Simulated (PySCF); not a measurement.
1,2,4-thiadiazole, C2H2N2S.
SMILES: `C1=NC=NS1`

Method used: TDDFT CAM-B3LYP/def2-SVPD, vertical, gas phase, core orbitals frozen in the response (PySCF). Geometry: GFN2-xTB; no solvent, vibrations or thermal averaging.

Computed singlets with f of 0.002 or more:

```json
{"state": "S2", "E (eV)": "5.96", "f": "0.095"}
{"state": "S5", "E (eV)": "6.79", "f": "0.036"}
{"state": "S6", "E (eV)": "7.30", "f": "0.014"}
{"state": "S7", "E (eV)": "7.35", "f": "0.0025"}
```

Q: Give A, τ, |μ| and ∫σ dE for each state.

A: A / s⁻¹ = 0.6670 f (ν̃ / cm⁻¹)² and τ = 1/A in vacuum; |μ| follows from f = (2/3) ΔE |μ|² (atomic units, 1 au = 2.5417 D); ∫σ dE = 109.76 f Mb·eV.

```json
{"state": "S2", "A (s⁻¹)": "1.5×10⁸", "τ": "6.8 ns", "|μ| (D)": "2.05", "∫σ dE (Mb·eV)": "10"}
{"state": "S5", "A (s⁻¹)": "7.3×10⁷", "τ": "14 ns", "|μ| (D)": "1.19", "∫σ dE (Mb·eV)": "4"}
{"state": "S6", "A (s⁻¹)": "3.1×10⁷", "τ": "32 ns", "|μ| (D)": "0.70", "∫σ dE (Mb·eV)": "1.5"}
{"state": "S7", "A (s⁻¹)": "5.9×10⁶", "τ": "170 ns", "|μ| (D)": "0.30", "∫σ dE (Mb·eV)": "0.28"}
```

Leading configurations: S2 H→L (89%); S5 H-2→L (86%); S6 H-1→L+1 (64%); S7 H-1→L+3 (86%) (H = HOMO, L = LUMO).

These lifetimes count emission to the ground state at the vertical energy alone; relaxation of the geometry and all other decay channels are left out.

Q: Which computed singlets stay under f = 0.002?

A: S1 (5.32 eV, f 0.0014), S3 (6.02 eV, f 0.0020), S4 (6.34 eV, f 0.0001) and S8 (7.63 eV, f 0.0005).

Q: By what factor does the largest A in the list exceed the smallest?

A: S2 has 25 times the rate of S7.

Q: How much energy does a mole of photons resonant with S2 carry?

A: 5.957 eV × 96.485 = 575 kJ/mol (137 kcal/mol).
